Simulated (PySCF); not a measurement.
Work out the structure from these simulated measurements.

Elements present: C, H and S. Monoisotopic mass: 69.9877 u.

* Rotational structure: rotational constants A, B, C: 32.123, 4.109, 3.643 GHz [GFN2-xTB]
* 1H NMR: chemical shifts (computed TMS as zero) by class: 9.37 (2 H) ppm [GIAO PBE0/pcSseg-1]
* 13C NMR: chemical shifts (computed TMS as zero) by class: 181.6 (1 C), 173.3 (2 C) ppm [GIAO PBE0/pcSseg-1]
* NMR, other nuclei: isotropic shieldings of nuclei other than C and H, by class: 293 (1 S) ppm [GIAO PBE0/pcSseg-1]
* Dipole: 4.45 D [PBE0/pcSseg-1]

Electronic properties: PySCF, gas phase, density fitting. Levels stand in brackets. Geometry: GFN2-xTB; no solvent, vibrations or thermal averaging. NMR values are class means; diastereotopic atoms form classes of their own.

**Question.** Which formula fits the mass and the elements?

**Answer.** C3H2S (calculated 69.9877). No other formula that holds each of these elements comes within 0.0003 u with a fitting electron parity and a possible valence count.

**Question.** What is the compound? Reason from the data.

**Answer.** Numbering: `[S:1]=[c:2]1[cH:3][cH:4]1`. Its formula, C3H2S, gives 3 degrees of unsaturation: 1 ring and 2 π bonds in the structure found (Kekulé form). 3 carbons fall into 2 classes; from least to most shielded: thiocarbonyl carbon [C2] (181.6 ppm), unsaturated ring CH carbon [C3/C4] (173.3 ppm, 2 C). All hydrogens form one class (9.37 ppm): hydrogen on carbon. The other shieldings belong to: 293 ppm, thiocarbonyl sulfur [S1]. The optimised geometry has point group C2v and is an asymmetric top. Structure: cyclopropenethione, `S=C1C=C1`. Computed isomers that give other values at the same levels: `C#CC=S` (rotational constant A: 39.279 GHz; this holds for the one conformer computed). The assignments are read from this structure; whether some other isomer fits the data as well wasn't checked.
